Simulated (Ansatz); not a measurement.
C₂H₅F, singlet: a pair in one relaxed arrangement.

Input (in.yaml):

```yaml
crystal:
  periodic: [false, false, false]
  atoms:
    - {symbol: F, position_ang: [1.051933, -0.544222, -2.074984]}
    - {symbol: H, position_ang: [0.641995, -0.331555, -1.264870]}
    - {symbol: C, position_ang: [-0.809011, 0.376630, 0.225190]}
    - {symbol: C, position_ang: [0.246898, -0.086003, 0.883120]}
    - {symbol: H, position_ang: [-1.646803, -0.264260, -0.027978]}
    - {symbol: H, position_ang: [-0.879607, 1.415804, -0.077897]}
    - {symbol: H, position_ang: [1.080923, 0.556836, 1.143672]}
    - {symbol: H, position_ang: [0.313675, -1.123233, 1.193646]}
basis:
  gaussian: {orbitals: "def2-TZVPPD.json"}
hamiltonian: {xc: hse06, dispersion: d4}
```

The basis file named in the input lies beside it (Basis Set Exchange, JSON).

Launched with

```bash
ansatz run in.yaml --threads 2 --pin off --events-out ev --progress --plain --max-ram 5222MiB
```

The run's output (Ansatz 0.2.0):

```
Functional definition: HSE06
  name "HSE06"
  cite "Heyd, Scuseria & Ernzerhof, J. Chem. Phys. 118, 8207 (2003) doi:10.1063/1.1564060"
  cite "Krukau, Vydrov, Izmaylov & Scuseria, J. Chem. Phys. 125, 224106 (2006) doi:10.1063/1.2404663"
  cite "Heyd & Scuseria, J. Chem. Phys. 120, 7274 (2004) doi:10.1063/1.1668634"
  cite "Ernzerhof & Perdew, J. Chem. Phys. 109, 3313 (1998) doi:10.1063/1.476928"
  cite "Perdew, Burke & Ernzerhof, Phys. Rev. Lett. 77, 3865 (1996) doi:10.1103/PhysRevLett.77.3865"
  parent pbe
  parameter a = 0.25
  parameter omega = 0.11/bohr
  # The whole range is PBE's own exchange, as in plane waves. The composition of these papers is wPBEh.
  exchange = pbe_x - a*pbe_x_sr(omega) + a*exact_x_sr(omega)
  correlation = pbe_c
840 factors; their error is unknown
92 factors; integrals over basis functions are off by at most 2.5e-6 eV
mean field evaluation 1: about -4862.2272 eV, gradient 5.5e1 eV
mean field evaluation 2: about -4859.1908 eV, gradient 6.8e1 eV
mean field evaluation 4: about -4868.3336 eV, gradient 3.2e0 eV
mean field evaluation 8: about -4868.3551 eV, gradient 2.4e-2 eV
mean field evaluation 16: about -4868.3543 eV, gradient 3.2e-5 eV
mean field -4868.35434079 eV, -178.9087221349 hartree, gradient 3.2e-5 eV, S^2 0.000000; 0 other end points of the search recorded, 0 dependent functions left out
reference -4868.35438525 eV, -178.9087237689 hartree; 13, 13 occupied and 186, 186 virtual orbitals, 840 factors
Total energy: -4868.41406835 eV, -178.9109170824 hartree
```

The lines “mean field evaluation” count trial sets of orbitals through the whole run, from several starts and some on an approximate energy, so they need not fall steadily or lie above the final value.

Hardware: 2 CPU threads, shared host. Wall time about 2.5 s.
